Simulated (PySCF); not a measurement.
Molecule: ammonium (SMILES [NH4+]).

Cartesian coordinates in Å; atom numbers follow the order of the lines, from 1:
```xyz
5

N     0.0017    0.0006   -0.0034
H     0.8666   -0.5583   -0.0121
H     0.1846    0.9226   -0.4235
H    -0.3180    0.1232    0.9676
H    -0.7263   -0.4853   -0.5457
```

Total charge +1.

Frames of a GFN2-xTB Langevin trajectory at 300 K; GIAO PBE0/pcSseg-1 shieldings in PySCF 2.14.0 with density-fitted response routines, gas phase, non-relativistic; equivalent atoms averaged within each frame.

Chemical shifts δ = σref − σ; $^{15}$N (σref 267.73) against NH3; TMS for $^{1}$H (σref 31.72), all at this level. The references are static minima.

Problem. How do the shifts (ppm) fluctuate along the trajectory?

Solution. 
| time (fs) | N1 | H2/H3/H4/H5 |
| --- | --- | --- |
| optimised geometry | 37.6 | 5.59 |
| 250 | 39.5 | 5.97 |
| 425 | 39.0 | 5.97 |
| 625 | 45.7 | 6.59 |
| 800 | 39.8 | 5.90 |
| 1000 | 43.2 | 6.36 |
| mean of frames | 41.4 | 6.16 |
| standard deviation | 2.9 | 0.30 |

5 frames give an uncertainty of the mean of about the standard deviation over 2.2 at best, since frames this close in time may not be independent; classical motion lacks zero-point vibration, and the reference would need the same averaging.
